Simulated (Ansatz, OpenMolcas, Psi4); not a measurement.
**Predicting a hybrid from its neighbours: CH3Cl (chloromethane)**

The species is CH3Cl (5 atoms), meant as a singlet with charge 0. SMILES: `CCl`. The coordinates come from a PBE0-D4/def2-TZVP relaxation.

The HOMO–LUMO gap y, in eV, basis def2-TZVPP; a is the functional's share of exact exchange. Programs: Ansatz 0.2.0, OpenMolcas 26.06, Psi4 1.11.

| functional | program | a | y (eV) |
| --- | --- | --- | --- |
| BLYP | Ansatz | 0 | 6.66 |
| revPBE | Ansatz | 0 | 6.78 |
| TPSSh | Psi4 | 0.1 | 8.08 |
| B3PW91 | OpenMolcas | 0.2 | ? |
| PBE0 | Ansatz | 0.25 | 9.26 |
| r2SCAN0 | Ansatz | 0.25 | 9.77 |
| BHLYP | Ansatz | 0.5 | 11.46 |

Problem. Fit y = c + s·a to the known rows and predict B3PW91.

Solution. 
1. Means of the 6 rows: a = 0.1833, y = 8.668.
2. Σ(Δa)² = 0.18333, Σ(Δa·Δy) = 1.7603, so the slope is 1.7603/0.18333 = 9.6018.
3. Intercept: 8.668 − (9.6018) × 0.1833 = 6.908. The largest residual of the fit is 0.46.
4. B3PW91: 6.908 + (9.6018) × 0.2 = 8.83 eV.

The run gave 8.84 eV, so the prediction is off by -0.01 eV, within the largest residual. Exact exchange lowers occupied levels and raises empty ones. The rows mix families of semi-local functionals, which the line can't see.
